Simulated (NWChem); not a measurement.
# BSiH4Cl (SMILES [SiH3]BCl) at 3 levels

We compute a comparison of 3 runs (HF/6-31G*, HF/def2-SVP, PBE0/def2-SVP) of BSiH4Cl. 

Program for the calculation: NWChem 7.3.0.

## Step 1: Starting point

BSiH4Cl: 7 atoms, total charge 0, spin state singlet. SMILES: `[SiH3]BCl`. The coordinates come from a GFN2-xTB relaxation.

Bond lengths: Si1–B2 1.978 Å, B2–Cl3 1.696 Å, Si1–H4 1.470 Å, Si1–H5 1.469 Å, Si1–H6 1.468 Å, B2–H7 1.178 Å. Angles: Si1–B2–Cl3 120.2°, Si1–B2–H7 124.2°, Cl3–B2–H7 115.5°, B2–Si1–H4 112.4°, B2–Si1–H5 112.6°, B2–Si1–H6 113.6°, H4–Si1–H5 105.8°, H4–Si1–H6 105.8°, H5–Si1–H6 105.9°.

## Step 2: Energy and gradient at HF/6-31G(d) (spherical functions) (run 1)

Input file struct.nw:

```
start struct
title "BClH4Si"
memory 2200 mb
geometry noautosym nocenter noautoz
  Si   -0.613170    0.476560   -0.272370
  B     0.860710   -0.571180    0.529800
  Cl    1.555910   -1.860250   -0.325120
  H    -1.798580   -0.345720   -0.552330
  H    -0.238210    1.089150   -1.554060
  H    -1.081290    1.578010    0.576980
  H     1.314620   -0.366560    1.597100
end
basis spherical bse
  * library 6-31G*
end
scf
  thresh 1e-08
  maxiter 80
  print low
end
task scf gradient
```

Started as:

```bash
$ nwchem struct.nw > struct.out
```

Standard output:

```text
[...]
  functions       =    58
[...]
  wavefunction    = RHF
[...]
         Total SCF energy =   -775.414533565107
      One-electron energy =  -1308.936844971339
      Two-electron energy =    414.293744902370
 Nuclear repulsion energy =    119.228566503862
        Time for solution =      8.9s
[...]
                         RHF ENERGY GRADIENTS
    atom               coordinates                        gradient
                 x          y          z           x          y          z
   1 Si     -1.158723   0.900568  -0.514705    0.020637  -0.015715   0.009628
   2 B       1.626506  -1.079374   1.001177   -0.000220  -0.013343  -0.020989
   3 Cl      2.940244  -3.515363  -0.614388   -0.014818   0.027458   0.018158
   4 H      -3.398823  -0.653316  -1.043752    0.001373   0.006265  -0.000665
   5 H      -0.450152   2.058195  -2.936748   -0.005315   0.000095   0.003708
   6 H      -2.043342   2.982007   1.090334   -0.000912  -0.002826  -0.005510
   7 H       2.484272  -0.692698   3.018081   -0.000746  -0.001934  -0.004330
 Task  times  cpu:       14.1s     wall:       14.1s
 Total times  cpu:       14.1s     wall:       14.1s
```

Wall time 15 s (1 thread of Intel Xeon Platinum 8259CL at 2.50GHz (Skylake/Cascade Lake), shared host); peak memory 0.1 GiB.

## Step 3: Energy and forces at HF/def2-SVP (run 2)

Input file bclh4si.xyz:

```xyz
7
BClH4Si hf
Si    -0.613170     0.476560    -0.272370
B      0.860710    -0.571180     0.529800
Cl     1.555910    -1.860250    -0.325120
H     -1.798580    -0.345720    -0.552330
H     -0.238210     1.089150    -1.554060
H     -1.081290     1.578010     0.576980
H      1.314620    -0.366560     1.597100
```

Input file run.py:

```python
from ase.io import read
from ase.calculators.nwchem import NWChem

system = read('bclh4si.xyz')

calc = NWChem(
    label='bclh4si',
    theory='scf',
    memory='2200 mb',
    basis='def2-SVP',
    basispar='spherical bse',
    scf={'nopen': '0', 'rhf': None, 'thresh': '1e-08', 'maxiter': '80'},
)
system.calc = calc

forces = system.get_forces()
e = system.get_potential_energy()
print(f"E = {e:.6f} eV")
print("forces (eV/A):")
for s, f in zip(system.symbols, forces):
    print(f"{s:2s} {f[0]:10.5f} {f[1]:10.5f} {f[2]:10.5f}")
print("dipole (e A):", system.get_dipole_moment().round(4))
```

Started as:

```bash
$ export ASE_NWCHEM_COMMAND="nwchem PREFIX.nwi > PREFIX.nwo"
$ python run.py
```

Standard output:

```text
E = -21094.192658 eV
forces (eV/A):
Si   -0.92385    0.71292   -0.41714
B    -0.09071    0.67589    0.89228
Cl    0.77385   -1.46517   -0.99538
H    -0.18784   -0.39682    0.00257
H     0.30298    0.05559   -0.31640
H    -0.00643    0.25300    0.35486
H     0.13200    0.16465    0.47915
dipole (e A): [0.0523 0.0134 0.1064]
```

The calculator wrote bclh4si.nwi:

```
title "bclh4si"

permanent_dir bclh4si

scratch_dir bclh4si

start bclh4si

geometry units angstrom nocenter noautosym noautoz
  Si -6.1316999999999999e-01 4.7655999999999998e-01 -2.7237000000000000e-01
  B  8.6070999999999998e-01 -5.7118000000000002e-01 5.2980000000000005e-01
  Cl 1.5559099999999999e+00 -1.8602500000000000e+00 -3.2512000000000002e-01
  H  -1.7985800000000001e+00 -3.4572000000000003e-01 -5.5232999999999999e-01
  H  -2.3821000000000001e-01 1.0891500000000001e+00 -1.5540600000000000e+00
  H  -1.0812900000000001e+00 1.5780099999999999e+00 5.7698000000000005e-01
  H  1.3146199999999999e+00 -3.6656000000000000e-01 1.5971000000000000e+00
end

memory 2200 mb

basis spherical bse noprint
   * library def2-SVP
end

scf
  nopen 0
  rhf
  thresh 1e-08
  maxiter 80
end

task scf gradient
```

bclh4si.nwo, shortened:

```text
[...]
      One-electron energy =  -1308.482898170375
[... 1 line left out ...]
 Nuclear repulsion energy =    119.228566503862
[... 38 lines left out ...]
                       ROHF Final Molecular Orbital Analysis
[... 219 lines left out ...]
                              NWChem Gradients Module
[...]
  wavefunction    =   RHF
                         RHF ENERGY GRADIENTS
    atom               coordinates                        gradient
                 x          y          z           x          y          z
   1 Si     -1.158723   0.900568  -0.514705    0.017966  -0.013864   0.008112
   2 B       1.626506  -1.079374   1.001177    0.001764  -0.013144  -0.017352
   3 Cl      2.940244  -3.515363  -0.614388   -0.015049   0.028493   0.019357
   4 H      -3.398823  -0.653316  -1.043752    0.003653   0.007717  -0.000050
   5 H      -0.450152   2.058195  -2.936748   -0.005892  -0.001081   0.006153
   6 H      -2.043342   2.982007   1.090334    0.000125  -0.004920  -0.006901
   7 H       2.484272  -0.692698   3.018081   -0.002567  -0.003202  -0.009318
[...]
```

Wall time 11 s (1 thread of Intel Xeon Platinum 8259CL at 2.50GHz (Skylake/Cascade Lake), shared host); peak memory 0.1 GiB.

## Step 4: Energy and gradient at PBE0/def2-SVP (run 3)

Input file job.nw:

```
start job
title "BClH4Si PBE0"
memory stack 880 mb heap 220 mb global 1100 mb
geometry units angstrom noautosym nocenter noautoz
  Si    -0.613170     0.476560    -0.272370
  B      0.860710    -0.571180     0.529800
  Cl     1.555910    -1.860250    -0.325120
  H     -1.798580    -0.345720    -0.552330
  H     -0.238210     1.089150    -1.554060
  H     -1.081290     1.578010     0.576980
  H      1.314620    -0.366560     1.597100
end
basis spherical bse
  * library def2-SVP
end
dft
  xc pbe0
  mult 1
  grid xfine
  convergence energy 1e-08
  maxiter 100
  mulliken
end
task dft gradient
```

Started as:

```bash
$ nwchem job.nw > job.out
```

Standard output:

```text
[...]
          Wavefunction type:  closed shell.
          No. of atoms     :     7
          No. of electrons :    40
[...]
          Charge           :     0
          Spin multiplicity:     1
[...]
          AO basis - number of functions:    70
[...]
              XC Information
              --------------
                         PBE0 Method XC Functional
                     Hartree-Fock (Exact) Exchange  0.250
          PerdewBurkeErnzerhof Exchange Functional  0.750
            Perdew 1991 LDA Correlation Functional  1.000 local
           PerdewBurkeErnz. Correlation Functional  1.000 non-local
[...]
 d= 0,ls=0.0,diis     1   -776.3438036477 -8.96D+02  9.58D-03  2.38D-01     3.0
[...]
 d= 0,ls=0.0,diis     8   -776.3782216380 -1.11D-09  1.01D-06  3.89D-09    20.4
         Total DFT energy =     -776.378221638018
      One electron energy =    -1308.829363655394
           Coulomb energy =      467.637914556787
    Exchange-Corr. energy =      -54.415339043275
 Nuclear repulsion energy =      119.228566503862
[...]
      Total Density - Mulliken Population Analysis
     ---------------------------------------------
    Atom       Charge   Shell Charges
 -----------   ------   -------------------------------------------------------
    1 Si  14    13.81   2.00  1.98  1.04  0.24  5.93  1.37  1.11  0.13
    2 B    5     5.03   1.99  0.89  0.16  1.53  0.39  0.07
    3 Cl  17    17.02   2.00  1.99  1.26  0.66  5.93  2.17  2.98  0.03
    4 H    1     1.05   0.73  0.31  0.01
    5 H    1     1.05   0.73  0.31  0.01
    6 H    1     1.06   0.74  0.31  0.01
    7 H    1     0.99   0.75  0.23  0.01
[...]
  wavefunction    = closed shell
                         DFT ENERGY GRADIENTS
    atom               coordinates                        gradient
                 x          y          z           x          y          z
   1 Si     -1.158723   0.900568  -0.514705    0.006754  -0.006426   0.001455
   2 B       1.626506  -1.079374   1.001177    0.005443  -0.009197  -0.005261
   3 Cl      2.940244  -3.515363  -0.614388   -0.010937   0.020956   0.014462
   4 H      -3.398823  -0.653316  -1.043752    0.007253   0.009089   0.001428
   5 H      -0.450152   2.058195  -2.936748   -0.005737  -0.002874   0.009876
   6 H      -2.043342   2.982007   1.090334    0.002033  -0.007882  -0.008228
   7 H       2.484272  -0.692698   3.018081   -0.004808  -0.003666  -0.013732
[...]
```

Wall time 27 s (1 thread of Intel Xeon Platinum 8259CL at 2.50GHz (Skylake/Cascade Lake), shared host); peak memory 0.14 GiB.

## Step 5: Overview of the runs

```tsv
run	level	iteration cap	module	energy (Eh)	largest force (eV/Å)	wall time
1	HF/6-31G* (spherical functions)	80	scf	-775.414534	1.856	15 s
2	HF/def2-SVP	80	scf	-775.197288	1.933	11 s
3	PBE0/def2-SVP	100	dft	-776.378222	1.425	27 s
```

## Step 6: Results

| quantity | value |
| --- | --- |
| run 3: total energy | -776.37822 Eh |
| run 3: dipole moment | 0.43 D |
| run 3: HOMO energy | -7.99 eV |
| run 3: LUMO energy | -2.23 eV |
| run 3: HOMO–LUMO gap | 5.76 eV |
| run 3: largest force on an atom | 1.425 eV/Å |

All runs together took 53 s, the longest 27 s.
